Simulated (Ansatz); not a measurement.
We consider bcc K, described by PBEsol (Ansatz, an electronic-structure program, PAW).

Input file:

Ansatz 0.2 input:
```yaml
crystal:
  lattice:
    - [-2.6585858655, 2.6585858655, 2.6585858655]
    - [2.6585858655, -2.6585858655, 2.6585858655]
    - [2.6585858655, 2.6585858655, -2.6585858655]
  atoms:
    - { symbol: K, position: [0.0, 0.0, 0.0] }
basis:
  ecutwfc: 520
  ecutrho_ratio: 4
  xc_grid: 2
kpoints:
  mp_grid: { grid: [16, 16, 16] }
hamiltonian:
  xc: pbesol
  dispersion: none
  pseudopotentials: { kind: paw }
scf:
  occupations: { method: fermi_dirac, width: 0.05 }
  convergence: { dr2_threshold: 0.000000001 }
output:
  forces: false
  stress: true
  eigenvalues: true
```

Problem. How many irreducible k-points, plane waves at Γ does the program set up, and what pressure does the run end with?

Solution. 145 irreducible k-points, 1985 plane waves at Γ; P = -0.19 GPa, so the cell is stretched on average and its volume would shrink at this level.

The run printed, among other lines:

```
WARN output.stress: scf.convergence.dr2_threshold = 1e-9 eV is looser than the 1e-10 eV advised for a printed stress (1e-10 eV for each atom of the cell: 1)
Crystal: 1 atoms, lattice volume = 75.164 Å³
Basis set: ecut = 520 eV, 1985 PW (Γ), exchange–correlation on 72×72×72 points (8 copies of the dense FFT grid, shifted against one another)
Bands: 9, of which v1, the nominal top of the filled ones, is band 5 counted from 1 (4 counted from 0)
Symmetry: 48 space group operations
Space group: Im-3m (ITA 229), of the structure as read, at distance tolerance 4.2e-5 Å
k-points: 145 of 4096
Functional: x = pbesol(κ = 0.804, μ = 0.12345679012345678), c = pbesol(β = 0.046)
SCF iter   1: F=—  HF=-1516.029029 eV  |F-HF|=—  |Δ(HF+E_count)|=         —  Δρ=1.18e-3  dr2=5.41e-4
SCF iter   2: F=—  HF=-1516.028682 eV  |F-HF|=—  |Δ(HF+E_count)|=   3.48e-4  Δρ=5.03e-4  dr2=6.54e-5
  ...
SCF iter   5: F=—  HF=-1516.028708 eV  |F-HF|=—  |Δ(HF+E_count)|=   9.12e-7  Δρ=3.42e-6  dr2=5.40e-9
SCF iter   6: F=-1516.028708 eV  HF=-1516.028708 eV  |F-HF|=3.20e-10  |Δ(HF+E_count)|=   9.11e-9  Δρ=6.43e-7  dr2=3.85e-10
SCF 1 converged in 6 iterations: F = -1516.028708 eV  dr2 = 3.85e-10
SCF converged after 6 iterations
Free energy (F): -1516.028708 eV
Internal energy: -1516.022384 eV  (E = F + TS)
E sigma→0 (E₀):  -1516.025546 eV
Fermi energy:    1.631260 eV
--- Stress (GPa, compression-positive) ---
       -0.194057       0.000000      -0.000000
        0.000000      -0.194057       0.000000
        0.000000       0.000000      -0.194057
  P = ⅓ Tr σ = -0.1941 GPa (-1.941 kbar)
```

The cell is one volume of an energy–volume scan, off the minimum.

The PAW data were made under PBE.
